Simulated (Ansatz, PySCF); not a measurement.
Dissociation curve of CH₄, SMILES C. The C1–H5 bond (C1 also carries H, H, H; H5 carries nothing else) is varied alone, starting from the PBE0/def2-TZVP optimised geometry.

- UHF/6-31G (PySCF)
- RHF/6-31G (PySCF)
- UKS-BHandHLYP = unrestricted BHandHLYP/6-31G (PySCF)
- RKS-BHandHLYP = restricted BHandHLYP/6-31G run with PySCF
- UKS-PBE0 = unrestricted PBE0/6-31G (PySCF)
- RKS-PBE0 = PySCF with restricted PBE0/6-31G
- UKS-CAM-B3LYP = unrestricted CAM-B3LYP/6-31G in PySCF 2.14.0
- RKS-CAM-B3LYP = PySCF 2.14.0 with restricted CAM-B3LYP/6-31G
- UKS-PBE = unrestricted PBE/6-31G (Ansatz, a quantum-chemistry and plane-wave program)
- RKS-PBE = restricted PBE/6-31G run with Ansatz
- UKS-B3LYP/6-31G* = PySCF with unrestricted B3LYP/6-31G*, spherical d
- RKS-B3LYP/6-31G* = restricted B3LYP/6-31G*, spherical d (PySCF)
- UKS-B3LYP/LANL2DZ = PySCF with unrestricted B3LYP/LANL2DZ
- RKS-B3LYP/LANL2DZ = restricted B3LYP/LANL2DZ (PySCF)

Scanned distances (Å): 0.88, 0.92, 0.97, 1.04, 1.09, 1.13, 1.15, 1.21, 1.27, 1.36, 1.46, 1.63, 1.78, 1.96, 2.16, 2.38, 2.64, 2.93, 3.26, 3.78.

Problem. Where does the unrestricted solution first break spin symmetry (<S²> of 0.01 or more)?

Solution. UHF: between 1.63 and 1.78 Å; UKS-BHandHLYP: between 1.78 and 1.96 Å; UKS-PBE0: between 1.96 and 2.16 Å; UKS-CAM-B3LYP: between 1.78 and 1.96 Å; UKS-PBE: between 2.16 and 2.38 Å; UKS-B3LYP/6-31G*: at none of the points with a result; UKS-B3LYP/LANL2DZ: between 1.96 and 2.16 Å.

| R / Å | <S²> UHF | E(RHF) − E(UHF) / kJ/mol | <S²> UKS-BHandHLYP | E(RKS-BHandHLYP) − E(UKS-BHandHLYP) / kJ/mol | <S²> UKS-PBE0 | E(RKS-PBE0) − E(UKS-PBE0) / kJ/mol | <S²> UKS-CAM-B3LYP | E(RKS-CAM-B3LYP) − E(UKS-CAM-B3LYP) / kJ/mol | <S²> UKS-PBE | E(RKS-PBE) − E(UKS-PBE) / kJ/mol | <S²> UKS-B3LYP/6-31G* | E(RKS-B3LYP/6-31G*) − E(UKS-B3LYP/6-31G*) / kJ/mol | <S²> UKS-B3LYP/LANL2DZ | E(RKS-B3LYP/LANL2DZ) − E(UKS-B3LYP/LANL2DZ) / kJ/mol |
|---|---|---|---|---|---|---|---|---|---|---|---|---|---|---|
| 0.88 | 0.00 | 0.0 | 0.00 | 0.0 | 0.00 | 0.0 | 0.00 | 0.0 | 0.00 | 0.0 | 0.00 | 0.0 | 0.00 | 0.0 |
| 0.92 | 0.00 | 0.0 | 0.00 | 0.0 | 0.00 | 0.0 | 0.00 | 0.0 | 0.00 | 0.0 | 0.00 | 0.0 | 0.00 | 0.0 |
| 0.97 | 0.00 | 0.0 | 0.00 | 0.0 | 0.00 | 0.0 | 0.00 | 0.0 | 0.00 | 0.0 | 0.00 | 0.0 | 0.00 | 0.0 |
| 1.04 | 0.00 | 0.0 | 0.00 | 0.0 | 0.00 | 0.0 | 0.00 | 0.0 | 0.00 | 0.0 | 0.00 | 0.0 | 0.00 | 0.0 |
| 1.09 | 0.00 | 0.0 | 0.00 | 0.0 | 0.00 | 0.0 | 0.00 | 0.0 | 0.00 | 0.0 | 0.00 | 0.0 | 0.00 | 0.0 |
| 1.13 | 0.00 | 0.0 | 0.00 | 0.0 | 0.00 | 0.0 | 0.00 | 0.0 | 0.00 | 0.0 | 0.00 | 0.0 | 0.00 | 0.0 |
| 1.15 | 0.00 | 0.0 | 0.00 | 0.0 | 0.00 | 0.0 | 0.00 | 0.0 | 0.00 | 0.0 | 0.00 | 0.0 | 0.00 | 0.0 |
| 1.21 | 0.00 | 0.0 | 0.00 | 0.0 | 0.00 | 0.0 | 0.00 | 0.0 | 0.00 | 0.0 | 0.00 | 0.0 | 0.00 | 0.0 |
| 1.27 | 0.00 | 0.0 | 0.00 | 0.0 | 0.00 | 0.0 | 0.00 | 0.0 | 0.00 | 0.0 | 0.00 | 0.0 | 0.00 | 0.0 |
| 1.36 | 0.00 | 0.0 | 0.00 | 0.0 | 0.00 | 0.0 | 0.00 | 0.0 | 0.00 | 0.0 | 0.00 | 0.0 | 0.00 | 0.0 |
| 1.46 | 0.00 | 0.0 | 0.00 | 0.0 | 0.00 | 0.0 | 0.00 | 0.0 | 0.00 | 0.0 | 0.00 | 0.0 | 0.00 | 0.0 |
| 1.63 | 0.00 | 0.0 | 0.00 | 0.0 | 0.00 | 0.0 | 0.00 | 0.0 | 0.00 | 0.0 | 0.00 | 0.0 | 0.00 | 0.0 |
| 1.78 | 0.33 | 12.4 | 0.00 | 0.0 | 0.00 | 0.0 | 0.00 | 0.0 | 0.00 | 0.0 | 0.00 | 0.0 | 0.00 | 0.0 |
| 1.96 | 0.61 | 54.2 | 0.22 | 4.5 | 0.00 | 0.0 | 0.05 | 0.2 | 0.00 | 0.0 | 0.00 | 0.0 | 0.00 | 0.0 |
| 2.16 | 0.79 | 114.9 | 0.53 | 30.2 | 0.40 | 10.7 | 0.42 | 15.9 | 0.00 | 0.0 | 0.00 | 0.0 | 0.29 | 6.0 |
| 2.38 | 0.89 | 184.9 | 0.75 | 71.7 | 0.70 | 42.5 | 0.68 | 50.1 | 0.49 | 11.1 | 0.00 | 0.0 | 0.59 | 29.4 |
| 2.64 | 0.95 | 262.6 | 0.88 | 124.3 | 0.87 | 87.3 | 0.85 | 97.8 | 0.78 | 39.5 | 0.00 | 0.0 | 0.80 | 65.4 |
| 2.93 | 0.99 | 338.6 | 0.95 | 178.2 | 0.95 | 134.1 | 0.94 | 149.2 | 0.91 | 73.3 | 0.00 | 0.0 | 0.92 | 104.8 |
| 3.26 | 1.00 | 411.0 | 0.98 | 229.6 | 0.98 | 178.0 | 0.98 | 199.9 | 0.97 | 105.9 | 0.00 | 0.0 | 0.00 | — |
| 3.78 | 1.01 | 496.4 | 1.00 | 288.7 | 1.00 | 226.4 | 1.00 | 260.4 | 1.00 | 141.2 | 0.00 | 0.0 | 0.00 | — |

Dashes: no converged value, or the column stops at the first point that the program doubted or that broke a chosen test of continuity, which isn't proof of a fault.
